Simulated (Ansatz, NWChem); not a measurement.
# Worked example: the enthalpy of formation of C2HClF2 (SMILES FC(F)=CCl)

C2HClF2: 6 atoms, total charge 0, spin state singlet. As SMILES, `FC(F)=CCl`. The coordinates come from a PBE0-D4/def2-TZVP relaxation.

Total energies at SVWN5/6-31G* (spherical functions) (NWChem 7.3.0); the atoms run unrestricted:

```tsv
species	state	energy (Eh)
C2HClF2	singlet	-733.184985
F	doublet	-99.048540
C	triplet	-37.450175
Cl	doublet	-458.611898
H	doublet	-0.476044
```

Harmonic wavenumbers at PBE0-D4/def2-TZVP, in cm⁻¹: 196, 242, 440, 589, 618, 782, 865, 1008, 1224, 1373, 1808, 3262.

Measured heats of formation of the gaseous atoms at 298.15 K, in kJ/mol: F 79.4, C 716.9, Cl 121.3, H 218.0. Spin-orbit lowering of the atoms at 298 K (mean of the ground term's levels less their thermal mean, from spectra), in kJ/mol: F 1.29, C 0.02, Cl 3.44. Take 1 Eh = 2625.50 kJ/mol, 1 cm⁻¹ = 0.0119627 kJ/mol, RT = 2.479 kJ/mol.

Q: Work out the heat of formation of the gas at 298 K.

A: 
1. Electronic atomisation energy: 2 × (-99.048540) + 2 × (-37.450175) + (-458.611898) + (-0.476044) − (-733.184985) = 1.099613 Eh = 2887.0 kJ/mol.
2. Zero-point energy: half the sum of the wavenumbers, 6203.5 cm⁻¹ = 74.2 kJ/mol.
3. Thermal vibrational enthalpy, Σ hcν̃/(exp(hcν̃/kT) − 1): 4.9 kJ/mol. Translation, rotation and pV of a non-linear molecule: 4 RT = 9.9 kJ/mol.
4. The 6 free atoms carry 5/2 RT each: 37.2 kJ/mol.
5. Spin-orbit coupling lowers the free atoms by 2 × 1.29 + 2 × 0.02 + 3.44 = 6.1 kJ/mol.
6. Atomisation enthalpy at 298 K: 2887.0 − 6.1 − 74.2 − 4.9 − 9.9 + 37.2 = 2829.1 kJ/mol.
7. Sum of the atoms' heats of formation: 1931.9 kJ/mol. Heat of formation: 1931.9 − 2829.1 = -897.2 kJ/mol.

The tabulated value is -315.5 kJ/mol (CRC Handbook of Chemistry and Physics; in doubt, as an older value, an estimate or one at odds with other calculations), so this level is off by -581.7 kJ/mol, or 25.9 % of the atomisation enthalpy that the table implies (2247.3 kJ/mol). The LDA overbinds, which puts heats of formation too low. Anharmonicity and any spin-orbit splitting of the molecule are left out.
